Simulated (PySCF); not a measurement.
Compound: C3H3N (charge +1 and doublet state).
Z-matrix (Å and degrees, GFN2-xTB geometry), rows numbered from 1:
```
C 
C   1  1.3239
C   2  1.4142  1  125.47
N   3  1.1399  2  173.06  1   -73.73
H   1  1.0910  2  124.89  3    18.73
H   1  1.0917  2  122.07  3  -160.62
H   2  1.0981  1  123.83  3  -178.44
```

As a line formula: `[CH2+][CH]C#N` [radical] (charge +1).

Level of theory: UKS B3LYP, pcH-1 on C H N, non-relativistic, mean-field spin-orbit, GIAO (PySCF). The structure is a single GFN2-xTB conformer in the gas phase; no vibrational or solvent corrections. A GFN2-xTB geometry isn't a minimum of the functional, and hyperfine couplings can be far from their values at a DFT geometry, by a factor of two or more for some ions and for spin on atoms past the first row. The frame is twisted about the C1–C2 bond at this geometry (dihedral H5–C1–C2–C3 = 19°); couplings at other torsion angles weren't computed.

Problem. The isotropic 13C couplings are +24.3, -11.7, +4.9 MHz. Assign them to C1; C2; C3.

Solution. 
| site | a_iso (MHz) | ρ(0) (bohr⁻³) | position | distance from C1 (Å) | spin population | largest \|T\| (MHz) |
| --- | --- | --- | --- | --- | --- | --- |
| C1 | +24.3 | +0.0216 | largest spin population | 0.00 | +0.46 | 78.3 |
| C2 | +4.9 | +0.0043 | a main spin site | 1.32 | +0.28 | 50.1 |
| C3 | -11.7 | -0.0104 | 1 bond from N4 | 2.43 | -0.05 | 13.7 |

Problem. The isotropic 1H couplings are -13.7, -11.4, +4.1 MHz. Assign them to H5; H6; H7.

Solution. 
```csv
site,a_iso (MHz),ρ(0) (bohr⁻³),position,distance from C1 (Å),bound to,spin population there,largest |T| (MHz)
H5,-11.4,-0.0025,1 bond from C1,1.09,C1,+0.46,23.9
H6,-13.7,-0.0031,1 bond from C1,1.09,C1,+0.46,24.7
H7,+4.1,+0.0009,1 bond from C2,2.14,C2,+0.28,18.7
```

ρ(0) is the spin density at the nucleus and T the dipolar tensor. Largest spin populations (Mulliken): C1 (+0.46), N4 (+0.34) and C2 (+0.28). Three atoms exceed +0.15. Main spin sites, with 60 % or more of the largest population: C1, C2, N4; positions count bonds from the nearest.

β density exceeds α density at some nuclei, such as C3 (-0.0104), H6 (-0.0031) and H5 (-0.0025), spin density in bohr⁻³. In a single determinant that takes different orbitals for the two spins, that is spin polarisation.

H5 and H6 aren't averaged: C1 is flat or nearly so (angle sum 360°), and its turn about the short C1–C2 bond (1.32 Å) is taken as slow.

The SMILES `[CH2+][CH]C#N` draws the unpaired electron on C2, whose computed spin population is only +0.28.
